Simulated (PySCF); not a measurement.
All numbers come from UPBE in PySCF with C def2-TZVP, H def2-TZVP; no relativity; density-fitted integrals.

```xyz
4
charge 0 multiplicity 2, angstrom
C     0.0000    0.0000    0.0000
H     1.0869    0.0000    0.0000
H    -0.5435    0.9413    0.0000
H    -0.5435   -0.9413    0.0000
```

CH3 (doublet), along the line from C1 (at 0) through H2 (at 1.087 Å).

Q: Tabulate the fields along this line at -0.33, -0.22, -0.11, 0.05, 0.16, 0.27, 0.38, 0.49, 0.60, 0.71, 0.82, 0.92, 1.03, 1.20, 1.30, 1.41, 1.52, 1.63, 1.74 Å.

A: 
```tsv
distance (Å)	electron density (e/Å³)	spin density (e/Å³)	electron localisation function	electrostatic potential (V)
-0.33	2.48	0.0346	0.0774	91.8
-0.22	8.81	0.0339	0.394	182
-0.11	76.9	0.062	0.998	497
0.05	251	0.144	1	1230
0.16	24.7	0.0362	0.925	280
0.27	4.19	0.0334	0.101	127
0.38	2.35	0.0263	0.255	68.3
0.49	2.09	0.00977	0.808	40
0.60	1.94	-0.00744	0.957	26.5
0.71	1.88	-0.0227	0.987	23
0.82	1.97	-0.0382	0.996	30.6
0.92	2.23	-0.0567	0.999	61.2
1.03	2.79	-0.0834	1	236
1.20	1.89	-0.0632	1	104
1.30	1.12	-0.0397	1	39.5
1.41	0.645	-0.0247	0.999	19.8
1.52	0.374	-0.0156	0.997	11.2
1.63	0.22	-0.01	0.994	6.8
1.74	0.13	-0.00645	0.99	4.35
```

On a grid of 0.05 Å the density has a local minimum along the bond near 0.71 Å from C, at 1.88 e/Å³, where the ELF is 0.99.
